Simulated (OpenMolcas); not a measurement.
# SiH4O2 (SMILES O[SiH2]O) at 6 levels

We compute a comparison of 6 runs (HF/STO-3G, B2PLYP/def2-SVPD, B3LYP/def2-SVPD, BLYP/def2-SVPD, M06-L/def2-SVPD, MP2/def2-SVPD) of SiH4O2. 

The results are computed with OpenMolcas 26.06.

2 further runs of the same task are left out: 2 that didn't finish.

## Step 1: The structure to begin with

The species is SiH4O2 (7 atoms), meant as a singlet with charge 0. SMILES: `O[SiH2]O`. The O1–Si2 distance was set to 3.612 Å, away from the relaxed value. At this shape a bond of the SMILES string is far longer than usual.

Bond lengths: Si2–O3 1.642 Å, O1–H4 0.958 Å, Si2–H5 1.481 Å, Si2–H6 1.481 Å, O3–H7 0.958 Å. Angles: Si2–O3–H7 117.7°, O3–Si2–H5 103.9°, O3–Si2–H6 111.5°, H5–Si2–H6 112.9°.

## Step 2: A single-point energy at HF/STO-3G (run 1)

Input file geom.xyz:

```xyz
7

O     -3.109044    -1.043154    -0.874731
Si     0.051410     0.422210     0.079240
O      1.274030    -0.668570     0.183160
H     -3.180554    -1.414874    -1.755141
H      0.526670     1.393040    -0.933360
H     -0.229300     1.048860     1.391580
H      1.219010    -1.336090     0.868560
```

Input file run.input:

```
* H4O2Si Hartree-Fock
&GATEWAY
BasLib=$CurrDir
Coord=geom.xyz
Basis=STO-3G
Group=NoSym
&SEWARD
&SCF
Thresholds=1e-10 1e-07 1e-07 1e-05
PrOrbitals=1 2
```

The basis set STO-3G is read from a file made from the Basis Set Exchange's data (not shown).

On the command line:

```console
$ export MOLCAS_MEM=1860
$ pymolcas run.input > run.log
```

Standard output:

```text
--- Start Module: gateway ---
[...]
--- Stop Module: gateway /rc=_RC_ALL_IS_WELL_ ---
--- Start Module: seward ---
[...]
      Basis functions           23
--- Stop Module: seward /rc=_RC_ALL_IS_WELL_ ---
--- Start Module: scf ---
[...]
       Convergence after  40 Iterations
[...]
::    Total SCF energy                               -435.2680351169
[...]
      Total spin, S                                     0.0000000000
[...]
      Total electronic charge=   34.000000
      Total            charge=   -0.000000
[...]
      Dipole Moment (debye):
      Origin of the operator (angstrom)=   -0.4624   -0.2481   -0.1449
                   X=  2.5705E+00               Y=  6.7592E-01               Z=  1.1325E+00           Total=  2.8891E+00
      Quadrupole Moment (debye*angstrom):
[...]
--- Stop Module: scf /rc=_RC_ALL_IS_WELL_ ---
[...]
```

It took 1.7 s on 1 thread of Arm Neoverse V2, shared host; peak memory 0.37 GiB.

## Step 3: The energy at B2PLYP/def2-SVPD (run 2)

Input file job.inp:

```
&GATEWAY
BasLib = $CurrDir
Coord
7
angstrom
O       -3.109044      -1.043154      -0.874731
Si       0.051410       0.422210       0.079240
O        1.274030      -0.668570       0.183160
H       -3.180554      -1.414874      -1.755141
H        0.526670       1.393040      -0.933360
H       -0.229300       1.048860       1.391580
H        1.219010      -1.336090       0.868560
Basis = def2-SVPD
Group = NoSym
&SEWARD
GridInput
Grid=UltraFine
End of Grid
&SCF
KSDFT = B2PLYP_SCF
Thresholds = 1e-10 1e-07 1e-07 1e-05
PrOrbitals = 0
&MBPT2
Frozen = 7
```

The basis set def2-SVPD is read from a file made from the Basis Set Exchange's data (not shown).

On the command line:

```console
$ export MOLCAS_MEM=1860
$ pymolcas job.inp > job.log
```

Standard output:

```text
--- Start Module: gateway ---
[...]
--- Stop Module: gateway /rc=_RC_ALL_IS_WELL_ ---
[...]
      Basis functions          102
[...]
--- Start Module: scf ---
[...]
       Convergence after  18 Iterations
[...]
::    Total KS-DFT energy                            -441.5857862713
[...]
      Total spin, S                                     0.0000000000
[...]
      Total electronic charge=   34.000000
      Total            charge=   -0.000000
[...]
      Dipole Moment (debye):
      Origin of the operator (angstrom)=   -0.4624   -0.2481   -0.1449
                   X=  6.2477E+00               Y=  2.0136E+00               Z=  2.1566E+00           Total=  6.9093E+00
      Quadrupole Moment (debye*angstrom):
[...]
--- Stop Module: scf /rc=_RC_ALL_IS_WELL_ ---
[...]
--- Start Module: mbpt2 ---
[...]
 ###    WARNING: MP2 implementation intended for RHF references only         ###
 ###############################################################################
MBPT2 WARNING: Reference function according to RunFile:KS-DFT
I'll assume you know what you're doing and continue
WARNING!
Default frozen orbitals as non valence orbitals is overwritten by user input.
Default values:   4
[...]
       Reference weight ( Cref**2 )         =        0.64228
::    Total MBPT2 energy                             -442.3157786566
[...]
      Total MBPT2 calculations                           0.34      0.38
--- Stop Module: mbpt2 /rc=_RC_ALL_IS_WELL_ ---
[...]
```

It took 33 s on 1 thread of Arm Neoverse V2, shared host; peak memory 0.57 GiB.

## Step 4: A single-point energy at B3LYP/def2-SVPD (run 3)

Input file run.input:

```
&gateway
  baslib
  $CurrDir
  coord
  7
  bohr
  O     -5.87524167    -1.97127537    -1.65300202
  Si     0.09715082     0.79786127     0.14974190
  O      2.40756777    -1.26341420     0.34612224
  H     -6.01037598    -2.67372436    -3.31673580
  H      0.99526206     2.63246408    -1.76379478
  H     -0.43331420     1.98205814     2.62970508
  H      2.30359504    -2.52484418     1.64134052
  basis
  def2-SVPD
  group
  NoSym

&seward
  gridinput
  Grid=UltraFine
  End of Grid

&scf
  ksdft
  B3LYP
  thresholds
  1e-10 1e-07 1e-07 1e-05
  prorbitals
  1 2
```

The basis set def2-SVPD is read from a file made from the Basis Set Exchange's data (not shown).

On the command line:

```console
$ export MOLCAS_MEM=1860
$ pymolcas run.input > run.log
```

Standard output:

```text
--- Start Module: gateway ---
[...]
--- Stop Module: gateway /rc=_RC_ALL_IS_WELL_ ---
--- Start Module: seward ---
[...]
      Basis functions          102
--- Stop Module: seward /rc=_RC_ALL_IS_WELL_ ---
[...]
--- Start Module: scf ---
[...]
       Convergence after  23 Iterations
[...]
::    Total KS-DFT energy                            -442.0543137410
[...]
      Total spin, S                                     0.0000000000
[...]
      Total electronic charge=   34.000000
      Total            charge=   -0.000000
[...]
      Dipole Moment (debye):
      Origin of the operator (angstrom)=   -0.4624   -0.2481   -0.1449
                   X=  5.3878E+00               Y=  1.5163E+00               Z=  1.8353E+00           Total=  5.8903E+00
      Quadrupole Moment (debye*angstrom):
[...]
--- Stop Module: scf /rc=_RC_ALL_IS_WELL_ ---
[...]
```

Run time: 43 s. Hardware: 1 thread of Arm Neoverse V2, shared host; peak memory 0.57 GiB.

Runs 4 to 5 aren't shown in full; the table further down has their settings and results.

## Step 5: A single-point energy at MP2/def2-SVPD (run 6)

Input file job.input:

```
&GATEWAY
  BasLib=$CurrDir
  Coord
  7
  angstrom
  O       -3.109044      -1.043154      -0.874731
  Si       0.051410       0.422210       0.079240
  O        1.274030      -0.668570       0.183160
  H       -3.180554      -1.414874      -1.755141
  H        0.526670       1.393040      -0.933360
  H       -0.229300       1.048860       1.391580
  H        1.219010      -1.336090       0.868560
  Basis=def2-SVPD
  Group=NoSym

&SEWARD

&SCF
  Thresholds=1e-10 1e-07 1e-07 1e-05
  PrOrbitals=1 1

&MBPT2
  Frozen=7
```

The basis set def2-SVPD is read from a file made from the Basis Set Exchange's data (not shown).

On the command line:

```console
$ export MOLCAS_MEM=1860
$ pymolcas job.input > job.log
```

Standard output:

```text
--- Start Module: gateway ---
[...]
--- Stop Module: gateway /rc=_RC_ALL_IS_WELL_ ---
[...]
      Basis functions          102
[...]
--- Start Module: scf ---
[...]
       Convergence after  22 Iterations
[...]
::    Total SCF energy                               -440.6168571416
[...]
      Total spin, S                                     0.0000000000
[...]
      Total electronic charge=   34.000000
      Total            charge=   -0.000000
[...]
      Dipole Moment (debye):
      Origin of the operator (angstrom)=   -0.4624   -0.2481   -0.1449
                   X=  8.0850E+00               Y=  2.9527E+00               Z=  2.8041E+00           Total=  9.0526E+00
      Quadrupole Moment (debye*angstrom):
[...]
--- Stop Module: scf /rc=_RC_ALL_IS_WELL_ ---
[...]
--- Start Module: mbpt2 ---
[...]
WARNING!
Default frozen orbitals as non valence orbitals is overwritten by user input.
Default values:   4
[...]
       Reference weight ( Cref**2 )         =        0.81811
::    Total MBPT2 energy                             -441.1681229932
[...]
      Total MBPT2 calculations                           0.35      0.38
--- Stop Module: mbpt2 /rc=_RC_ALL_IS_WELL_ ---
[...]
```

Run time: 12 s. Hardware: 1 thread of Arm Neoverse V2, shared host; peak memory 0.57 GiB.

## Step 6: Overview of the runs

```
run             level  frozen core orbitals  integration grid  energy (Eh)  dipole moment (D) of the reference  HOMO energy (eV)  LUMO energy (eV)  wall time
  1         HF/STO-3G                     –                 –  -435.268035                                2.89             -3.00              1.96      1.7 s
  2  B2PLYP/def2-SVPD                     7         UltraFine  -441.782884                                6.91             -7.07             -3.44       33 s
  3   B3LYP/def2-SVPD                     –         UltraFine  -442.054314                                5.89             -6.36             -4.57       43 s
  4    BLYP/def2-SVPD                     –         UltraFine  -442.022238                                5.41             -4.96             -4.85       66 s
  5   M06-L/def2-SVPD                     –         UltraFine  -441.939365                               18.15             -2.95             -2.92       69 s
  6     MP2/def2-SVPD                     7                 –  -441.168123                                9.05             -8.23             -1.70       12 s
```

## Step 7: What came out

| quantity | value |
| --- | --- |
| run 6: total energy | -441.16812 Eh |
| run 6: dipole moment (mean-field density) | 9.05 D |
| run 6: HOMO energy (Hartree–Fock orbitals) | -8.23 eV |
| run 6: LUMO energy (Hartree–Fock orbitals) | -1.70 eV |
| run 6: HOMO–LUMO gap (Hartree–Fock orbitals) | 6.52 eV |
| run 6: correlation energy (7 core orbitals frozen) | -551.3 mEh |

What this shows: Over runs 1, 2, 3, 4, 5 the dipole moment (its size) runs from 2.89 D (HF/STO-3G) to 18.15 D (M06-L/def2-SVPD). The two ends differ in method and basis. The two dipoles point in opposite directions. So wide a spread suggests that the runs ended on unlike SCF solutions, not only an effect of the method. Over runs 1, 2, 3, 4, 5 the HOMO–LUMO gap runs from 0.04 eV (M06-L/def2-SVPD) to 4.96 eV (HF/STO-3G). For B2PLYP the log adds the whole second-order term; the table takes 0.27 of it, as the functional is defined. Totals of different functionals can't be ranked against each other. In run 1 the basis is minimal, so the values are rough. In runs 1, 2, 3, 4, 5, 6 a closed-shell determinant meets a far-stretched bond, which it describes badly. All runs together took 3.7 min, the longest 69 s.
